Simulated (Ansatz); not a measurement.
Relaxation of CHOSi (4 atoms, charge -1, multiplicity 1), to a largest force component of 0.02 eV/Å in at most 40 steps.

Method: Ansatz 0.2.0, RKS PBE-D4/def2-SVP.

```xyz
4
Properties=species:S:1:pos:R:3
C 0.665 -0.240 -0.119
Si -0.348 1.255 0.227
O -0.742 0.011 -0.804
H 0.426 -1.025 0.696
```

Q: Where does it end, and by what steps?

A: It converged. Limits of this set-up: an anion without diffuse functions, the dipole of an ion depends on the origin. After 10 steps the energy has fallen by 0.079 eV; C1 moved furthest, 0.09 Å.

```json
{"step": "0", "energy less start (eV)": "0.0000", "largest force component (eV/Å)": "1.360", "accepted": "yes"}
{"step": "1", "energy less start (eV)": "-0.0444", "largest force component (eV/Å)": "0.725", "accepted": "yes"}
{"step": "2", "energy less start (eV)": "-0.0679", "largest force component (eV/Å)": "0.195", "accepted": "yes"}
{"step": "3", "energy less start (eV)": "-0.0717", "largest force component (eV/Å)": "0.176", "accepted": "yes"}
{"step": "4", "energy less start (eV)": "-0.0751", "largest force component (eV/Å)": "0.144", "accepted": "yes"}
{"step": "5", "energy less start (eV)": "-0.0772", "largest force component (eV/Å)": "0.125", "accepted": "yes"}
{"step": "6", "energy less start (eV)": "-0.0780", "largest force component (eV/Å)": "0.095", "accepted": "yes"}
{"step": "7", "energy less start (eV)": "-0.0783", "largest force component (eV/Å)": "0.094", "accepted": "yes"}
{"step": "8", "energy less start (eV)": "-0.0787", "largest force component (eV/Å)": "0.037", "accepted": "yes"}
{"step": "9", "energy less start (eV)": "-0.0788", "largest force component (eV/Å)": "0.054", "accepted": "yes"}
{"step": "10", "energy less start (eV)": "-0.0790", "largest force component (eV/Å)": "0.008", "accepted": "yes"}
```

```xyz
4
Properties=species:S:1:pos:R:3
C 0.595 -0.227 -0.065
Si -0.319 1.295 0.233
O -0.759 -0.006 -0.857
H 0.484 -1.061 0.689
```

Whether the end is a true minimum wasn't checked by a vibrational analysis.

The run took 6.1 s on 1 thread of Intel(R) Xeon(R) 6975P-C (Granite Rapids), on a shared host, peak memory 0.14 GiB.
